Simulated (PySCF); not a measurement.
PS: everyday levels beside a composite calculation

PySCF; the state is a doublet (π ↑). The composite is CCSD(T) extrapolated to the basis-set limit from two correlation-consistent sets, with core-valence (CV) and scalar-relativistic (SR) terms as its label shows; it has no spin–orbit coupling and nothing beyond (T). Here it is CCSD(T)/CBS(TQ)+SR. It gives Re = 1.901 Å, ωe = 748 cm⁻¹ and De = 4.49 eV to P + S.

| level | basis | relativity | Re (Å) | ωe (cm⁻¹) | De (eV) |
| --- | --- | --- | --- | --- | --- |
| ROHF | cc-pV(D+d)Z | no relativity | 1.878 | 831 | 1.58 |
| ROHF-CCSD | def2-SVP | no relativity | 1.914 | 761 | 3.26 |
| ROHF-CCSD | def2-TZVPP | no relativity | 1.899 | 766 | 3.79 |
| PBE | cc-pV(D+d)Z | no relativity | 1.924 | 727 | 4.79 |
| BLYP | def2-TZVPP | no relativity | 1.926 | 704 | 4.74 |
| TPSSh | cc-pV(D+d)Z | no relativity | 1.911 | 751 | 4.39 |
| B3LYP | def2-SVP | no relativity | 1.918 | 750 | 4.34 |
| PBE0 | def2-SVP | no relativity | 1.906 | 776 | 4.28 |
| PBE0 | def2-TZVP | no relativity | 1.892 | 776 | 4.50 |
| r²SCAN0 | def2-SVP | no relativity | 1.898 | 794 | 4.01 |

Problem. Give the difference of each row from the composite.

Solution. 

| level | basis | ΔRe (pm) | Δωe (%) | ΔDe (eV) |
| --- | --- | --- | --- | --- |
| ROHF | cc-pV(D+d)Z | -2.3 | +11.1 | -2.91 |
| ROHF-CCSD | def2-SVP | +1.3 | +1.7 | -1.23 |
| ROHF-CCSD | def2-TZVPP | -0.2 | +2.4 | -0.70 |
| PBE | cc-pV(D+d)Z | +2.3 | -2.8 | +0.30 |
| BLYP | def2-TZVPP | +2.5 | -5.9 | +0.25 |
| TPSSh | cc-pV(D+d)Z | +1.0 | +0.4 | -0.10 |
| B3LYP | def2-SVP | +1.7 | +0.3 | -0.15 |
| PBE0 | def2-SVP | +0.5 | +3.7 | -0.21 |
| PBE0 | def2-TZVP | -0.9 | +3.7 | +0.01 |
| r²SCAN0 | def2-SVP | -0.3 | +6.1 | -0.48 |

Problem. Which rows come closest in De?

Solution. PBE0 in def2-TZVP (+0.01 eV), counted from the composite.

Correlated steps freeze 10 core orbitals. Correlated levels converge slowly with the basis: in double zeta they bind strong bonds too weakly, by up to about 1 eV, and carry superposition errors of some tenths. UHF is strongly spin-contaminated for PS, so the ROHF reference used there is far from stable. The state is the lowest determinant that a PBE0 search found; another state may lie lower at other levels.
